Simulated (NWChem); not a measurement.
C2H2F4 (norflurane): name the method

C2H2F4: 8 atoms, total charge 0, spin state singlet. SMILES: `FCC(F)(F)F`. The shape is that of a PBE0-D4/def2-TZVP optimisation.

```xyz
8

F    -0.2246   -1.5065    0.9152
C    -0.2112   -0.7378   -0.2117
C     0.2112    0.6743    0.1355
F     1.4344    0.7113    0.6624
F     0.2171    1.4118   -0.9821
F    -0.6246    1.2436    1.0029
H     0.5020   -1.1486   -0.9301
H    -1.2123   -0.7051   -0.6479
```

A calculation with NWChem 7.3.0 gave:

The total energy is -476.7292 Eh, the dipole moment is 1.63 D and the HOMO energy is -8.00 eV. The LUMO energy is 0.99 eV, the HOMO–LUMO gap is 8.99 eV and the largest force is 1.542 eV/Å.

Question: Which of these levels gave the numbers?
A. SVWN5/cc-pVDZ
B. BLYP/cc-pVDZ
C. TPSS/cc-pVDZ
D. revPBE/cc-pVDZ

Answer: B. The others give -476.8473 Eh (TPSS/cc-pVDZ), -476.6448 Eh (revPBE/cc-pVDZ), -473.5753 Eh (SVWN5/cc-pVDZ).
